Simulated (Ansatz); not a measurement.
The input, for Ansatz 0.2.0:

```yaml
crystal:
  periodic: [false, false, false]
  atoms:
    - {symbol: B, position_ang: [0.000000, 0.000000, 0.785790]}
    - {symbol: B, position_ang: [0.000000, 0.000000, -0.729869]}
    - {symbol: F, position_ang: [0.000000, 0.000000, -2.014787]}
    - {symbol: H, position_ang: [0.000000, 0.000000, 1.958867]}
basis:
  gaussian: {orbitals: STO-3G}
magnetization: {spin_polarized: false, initial_magnetization: 2}
correlation: {method: fic_nevpt4_sd, electrons: outside_noble_gas, active_space: {window: {electrons: 6, orbitals: 4}, states: [{multiplicity: 3, weights: [0.5, 1, 1]}], root: 2}}
```

```sh
$ ansatz run in.yaml --threads 1 --pin off --events-out ev --progress --plain --max-ram 2393MiB
```

Roughly how long does this take on 1 thread of Intel Xeon, shared host, and how much host memory?

4.1 s wall and 0.1 GiB.

```
262 factors; integrals over basis functions are off by at most 4.3e-8 eV
mean field evaluation 1: about -4006.0717 eV, gradient 1.7e1 eV
mean field evaluation 2: about -4006.1012 eV, gradient 1.7e1 eV
mean field evaluation 4: about -4007.2668 eV, gradient 1.5e0 eV
mean field evaluation 8: about -4007.2762 eV, gradient 1.8e-2 eV
mean field -4007.27618324 eV, -147.2646835048 hartree, gradient 1.2e-6 eV, S^2 2.000000; 0 other end points of the search recorded, 0 dependent functions left out
reference -4007.27618324 eV, -147.2646835048 hartree; 11, 9 occupied and 5, 7 virtual orbitals, 262 factors
state -4007.22511367 eV, -147.2628067328 hartree
state -3999.29081402 eV, -146.9712265985 hartree
state -3999.29051905 eV, -146.9712157585 hartree
state -4007.22511367 eV, -147.2628067328 hartree; corrected -4010.27673501 eV, -147.3749517485 hartree
state -3999.29081402 eV, -146.9712265985 hartree; corrected -4003.10664378 eV, -147.1114557558 hartree
state -3999.29051905 eV, -146.9712157585 hartree; corrected -4003.12452025 eV, -147.1121127038 hartree
state -4005.42185234 eV, -147.1965381011 hartree
state -3998.30163398 eV, -146.9348749025 hartree
state -3998.30163398 eV, -146.9348749025 hartree
state -4005.42185234 eV, -147.1965381011 hartree; corrected -4010.66509292 eV, -147.3892236384 hartree
state -3998.30163398 eV, -146.9348749025 hartree; corrected -4001.66181286 eV, -147.0583591990 hartree
state -3998.30163398 eV, -146.9348749025 hartree; corrected -4001.66181286 eV, -147.0583591990 hartree
state -4007.22511367 eV, -147.2628067328 hartree; corrected -4010.27673501 eV, -147.3749517485 hartree
state -3999.29081402 eV, -146.9712265985 hartree; corrected -4003.10664378 eV, -147.1114557558 hartree
state -3999.29051905 eV, -146.9712157585 hartree; corrected -4003.12452025 eV, -147.1121127038 hartree
WARN: 1 active orbitals are nearly empty or full. The corrections depend on them more than the energy does, and are more stable in an active space without them
Total energy: -4003.12452025 eV, -147.1121127038 hartree
```

Before any correction even the lowest state lies above the reference determinant, by 0.05 eV, so the averaged orbitals or the space serve it badly.
